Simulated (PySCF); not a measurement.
CN, SMILES [C]#N (connectivity only; charge and spin as stated), charge -1, multiplicity 1. Geometry optimised at PBE0-D3(BJ)/def2-TZVPD.

Level of theory: PBE0-D3(BJ)/def2-TZVPD (PySCF).

Harmonic wavenumbers (cm⁻¹): 2162. Rotational constants (GHz): 57.13 (linear); symmetry number 1.

Question: Work out the zero-point energy and the ideal-gas rigid-rotor harmonic-oscillator thermochemistry at 298.15 K and 1 atm.

Answer: ZPE = ½ Σ hcν = ½ × 2162 cm⁻¹ = 3.09 kcal/mol. H − E(el) = 5.16 kcal/mol. Entropy in cal/(mol K): translation 35.70, rotation 11.31, vibration 0.00, total 47.01. G − E(el) = -8.85 kcal/mol. Cp = 6.96 cal/(mol K).
